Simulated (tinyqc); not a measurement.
Worked calculation: Hueckel theory of the pi electrons, for the molecule C=C(N)F (SMILES; centres numbered as the heavy atoms are written). One step of it, computed by the program tinyqc.

Task: Energy, charges, bond orders. E = sum n x; q_r = z_r - P_rr; bond order p = P_rs; free valence = sqrt(3) - sum of p over the bonds of the atom.

x values: 3.195592  1.863905  0.633358  -1.192856

occupations: 2.000000  2.000000  2.000000  0.000000

charge and bond-order matrix P, lower triangle:
```
,1C,2C,3N,4F
1C,1.227246
2C,0.921783,0.900445
3N,-0.273846,0.326658,1.902956
4F,-0.153892,0.183571,-0.054536,1.969353
```

Centres:
```
centre,"z_r, pi electrons of the neutral centre",h
1C,1,0.000000
2C,1,0.000000
3N,2,1.500000
4F,2,3.000000
```

Bonds:
```
i,j,k
1,2,1
2,3,0.800000
2,4,0.700000
```

Give: pi energy = 6 alpha + this times beta; pi charges; Bond orders and lengths from R = 1.517 - 0.180 p; free valence of the carbons; gap between the highest filled and the next level.

Result:

pi energy = 6 alpha + this times beta = 11.3857

pi charges: 1C -0.2272, 2C 0.0996, 3N 0.0970, 4F 0.0306

Bond orders and lengths from R = 1.517 - 0.180 p (angstrom, C-C alone):
```
bond,p,R
1-2,0.9218,1.3511
2-3,0.3267,-
2-4,0.1836,-
```

free valence of the carbons: 1C 0.8103, 2C 0.3000

gap between the highest filled and the next level = 1.8262 |beta|
